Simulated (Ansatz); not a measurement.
# NaLi (SMILES [Li][Na]): BCCD(T)/cc-pVTZ

Aim: the vertical ionisation energy of NaLi at BCCD(T)/cc-pVTZ, from 2 runs. 

The results are computed with Ansatz 0.2.0.

28 further runs of the same task are left out: 28 set aside as unsound or not needed.

### 1 The structure to begin with

NaLi: 2 atoms, total charge 0, spin state singlet. As SMILES, `[Li][Na]`. The bond length is the measured one.

Bond lengths: Li1–Na2 2.810 Å.

### 2 A single-point energy at BCCD(T)/cc-pVTZ

The input, run.yaml:

```yaml
crystal:
  periodic: [false, false, false]
  atoms:
    - {symbol: Li, position_ang: [0.000000, 0.000000, 0.000000]}
    - {symbol: Na, position_ang: [0.000000, 0.000000, 2.810000]}
basis:
  gaussian:
    orbitals: cc-pVTZ
correlation:
  method: bccd_t
  frozen_orbitals: {Li: 0, Na: 1}
accuracy: high
scf:
  omitted_lower_state_checks: [cluster_reference, increment]
```

Run with:

```sh
$ ansatz run run.yaml --threads 1 --pin off --max-ram 3480MiB --events-out events.jsonl --progress --plain --runs-dir runs
```

Standard output, cut to the lines that bear on the results:

```text
Warning: RAYON_NUM_THREADS=1 ignored (pool sized by the plan → 1); use --threads N
Functional definition: HF
  name "HF"
[...]
841 factors; integrals over basis functions are off by at most 3.0e-9 eV
[...]
mean field -4606.66850962 eV, -169.2919452165 hartree, gradient 4.7e-8 eV, S^2 0.000000; 0 other end points of the search recorded, 0 dependent functions left out; unrestricted orbitals would lower it
1 core orbitals not correlated: weight in the atoms' cores, before any rotation towards them, 1.000 or more for the frozen orbitals, at most 0.000 for the correlated occupied ones
reference -4606.66850962 eV, -169.2919452165 hartree; 6, 6 occupied and 57, 57 virtual orbitals, 841 factors
second order -1.21426008 eV of doubles, -0.00000000 eV of singles
cycle   1  -1.39169845 eV  change   -1.8e-1 eV  update   6.8e-2
[...]
cycle  26  -1.53976001 eV  change   7.6e-10 eV  update  9.8e-10
perturbative correction -0.01909125 eV, -0.0007015906 hartree
Total energy: -4608.22736089 eV, -169.3492319440 hartree
Checks for a lower state left out: cluster_reference, increment
```

Run time: 2.6 s. Hardware: 1 thread of Arm Neoverse V1, shared host; peak memory 0.23 GiB.

### 3 The doublet cation

The input, molecule.yaml:

```yaml
crystal:
  periodic: [false, false, false]
  atoms:
    - {symbol: Li, position_ang: [0.000000, 0.000000, 0.000000]}
    - {symbol: Na, position_ang: [0.000000, 0.000000, 2.810000]}
basis:
  gaussian:
    orbitals: cc-pVTZ
total_charge: 1
magnetization:
  spin_polarized: true
  initial_magnetization: 1
correlation:
  method: bccd_t
  frozen_orbitals: {Li: 0, Na: 1}
accuracy: high
scf:
  omitted_lower_state_checks: [cluster_reference, increment]
```

Run with:

```sh
$ ansatz run molecule.yaml --threads 1 --pin off --max-ram 3480MiB --events-out events.jsonl --progress --plain --runs-dir runs
```

Standard output, cut to the lines that bear on the results:

```text
Warning: RAYON_NUM_THREADS=1 ignored (pool sized by the plan → 1); use --threads N
[... 2 set-up lines as earlier in the session ...]
[...]
841 factors; integrals over basis functions are off by at most 3.0e-9 eV
[...]
mean field -4602.40787660 eV, -169.1353698410 hartree, gradient 5.8e-8 eV, S^2 0.750040; 0 other end points of the search recorded, 0 dependent functions left out
1 core orbitals not correlated: weight in the atoms' cores, before any rotation towards them, 1.000 or more for the frozen orbitals, at most 0.000 for the correlated occupied ones
reference -4602.40787660 eV, -169.1353698410 hartree; 6, 5 occupied and 57, 58 virtual orbitals, 841 factors
second order -0.63112104 eV of doubles, -0.00000000 eV of singles
cycle   1  -0.69580528 eV  change   -6.5e-2 eV  update   1.4e-2
[...]
cycle  16  -0.71690873 eV  change   5.9e-10 eV  update  2.8e-10
perturbative correction -0.00811897 eV, -0.0002983667 hartree
Total energy: -4603.13290430 eV, -169.1620141175 hartree
Checks for a lower state left out: cluster_reference, increment
```

Wall time 5.1 s (1 thread of Arm Neoverse V1, shared host); peak memory 0.41 GiB.

### 4 Summary of results

At BCCD(T)/cc-pVTZ, 1 core orbital frozen:

| quantity | value |
| --- | --- |
| singlet NaLi: total energy | -169.34923 Eh |
| singlet NaLi: correlation energy (1 core orbital frozen) | -57.3 mEh |
| singlet NaLi: (T) correction | -0.70 mEh |
| doublet cation: total energy | -169.16201 Eh |
| doublet cation: correlation energy (1 core orbital frozen) | -26.6 mEh |
| doublet cation: (T) correction | -0.30 mEh |
| doublet cation: ⟨S²⟩ of the reference determinant | 0.750 |
| vertical ionisation energy (to the doublet cation) | 5.094 eV |

In words: The vertical ionisation energy comes to 5.09 eV (492 kJ/mol). The restricted solution (singlet NaLi) is unstable to spin breaking: an unrestricted one lies lower. The triples (singlet NaLi) make up 1.2 % of the correlation energy. The triples (doublet cation) make up 1.1 % of the correlation energy.
